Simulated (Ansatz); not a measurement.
in.yaml

```yaml
crystal:
  periodic: [false, false, false]
  atoms:
    - {symbol: Si, position_ang: [0.000000, 0.000000, 0.000000]}
    - {symbol: H, position_ang: [0.000000, 0.000000, 1.559400]}
basis:
  gaussian: {orbitals: aug-cc-pVDZ}
total_charge: -1
correlation: {method: fci, electrons: outside_noble_gas}
```

```sh
$ ansatz run in.yaml --threads 1 --pin off --events-out ev --progress --plain --max-ram 2393MiB
```

(1) Roughly how long does this take on 1 thread of AMD EPYC, shared host, and how much host memory?

```
602 factors; integrals over basis functions are off by at most 2.2e-7 eV
mean field evaluation 1: about -7873.9636 eV, gradient 1.2e1 eV
mean field evaluation 2: about -7873.9605 eV, gradient 1.2e1 eV
mean field evaluation 4: about -7875.1948 eV, gradient 1.2e0 eV
mean field evaluation 8: about -7875.2119 eV, gradient 1.6e-3 eV
mean field evaluation 16: about -7875.2118 eV, gradient 6.7e-2 eV
mean field evaluation 32: about -7859.8651 eV, gradient 1.6e1 eV
mean field evaluation 64: about -7864.9538 eV, gradient 1.7e1 eV
mean field -7875.21188930 eV, -289.4086989215 hartree, gradient 2.2e-6 eV, S^2 0.000000; 5 other end points of the search recorded, 0 dependent functions left out; unrestricted orbitals would lower it
mean field evaluation 96: about -7876.2397 eV, gradient 1.6e-4 eV
unrestricted determinant -7876.23972646 eV, -289.4464712403 hartree, S^2 1.0368
5 core orbitals not correlated: weight in the atoms' cores, before any rotation towards them, 1.000 or more for the frozen orbitals, at most 0.000 for the correlated occupied ones
reference -7875.21188930 eV, -289.4086989215 hartree; 3, 3 occupied and 28, 28 virtual orbitals, 602 factors
state -7878.87250810 eV, -289.5432241810 hartree
Total energy: -7878.87250810 eV, -289.5432241810 hartree
```

## Answers

(1) 86 s wall and 0.57 GiB.
